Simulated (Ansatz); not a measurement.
# How far a parabola holds: energy against volume of antifluorite Mg2Si

We consider antifluorite Mg2Si, described by PBEsol (plane waves, PAW; Ansatz, a program for electronic structure). Numerical settings: plane-wave cutoff 520 eV, 10×10×10 k mesh, Fermi–Dirac smearing 0.01 eV, scalar-relativistic PAW data made under PBE. The cell has no free parameter but its volume, all volumes share cutoff and mesh, and the runs aren't spin-polarised. Energies are free energies at the run's smearing, counted from the lowest row; static lattice.

| V (Å³/atom) | E (meV/atom) |
|---|---|
| 19.828 | ? |
| 20.250 | 6.34 |
| 20.671 | 1.54 |
| 21.093 | 0.00 |
| 21.515 | 1.41 |
| 21.937 | 5.50 |

Task: Using a parabola, estimate the missing E at V = 19.828 from the other rows, showing the fit.

Result: With u = V - 21.1, the rows have u = -0.8500, -0.4290, -0.0070, 0.4150, 0.8370. Least squares gives E = -0.007 - 0.3192·u + 8.3261·u². Residuals (row less fit): 0.060, -0.122, 0.004, 0.116, -0.059; standard error 0.133 (degrees of freedom: 2). The fitted curve has its minimum at V = 21.1, where E = -0.01. Its curvature is d²E/dV² = 2 × 8.3261 meV/Å⁶, so B = V0·d²E/dV² × 0.1602 = 56.3 GPa. At the withheld row, u = -1.2720, so E = -0.007 - 0.3192 × (-1.2720) + 8.3261 × (-1.2720)² = 13.871 meV/atom. The calculation gives 14.75 meV/atom, 0.879 meV/atom above the prediction (6.0 % of the range of E in the table). The row lies outside the fitted rows, so this is an extrapolation. From the scatter of the fitted rows alone, a prediction at this place has a standard error of 0.315 meV/atom, so the miss is 2.8 times that.

The residuals are curvature that a parabola lacks, not noise. A solid that stiffens under compression and softens on expansion lies above the parabola at the compressed end and under it at the expanded end, as this row does. A third-order Birch-Murnaghan fit to the whole scan has B0 = 56.0 GPa. Only scans are tabulated whose curvature falls smoothly with volume, and where the parabola meets the shown rows within 5 % of their range and misses the end by 0.1 meV or more.

Measured, for comparison: bulk modulus 55 GPa (temperature not stated, no zero-point or thermal correction, sources range from 47.0 to 55.0; as tabulated in Råsander and Moram (2015), arXiv:1505.02379). Computed less measured: bulk modulus +1.8 % (against room or unstated temperature, where such soft solids are markedly softer). A static lattice is as a rule a little smaller and stiffer than an uncorrected measurement, which can account for part of this in the bulk modulus.
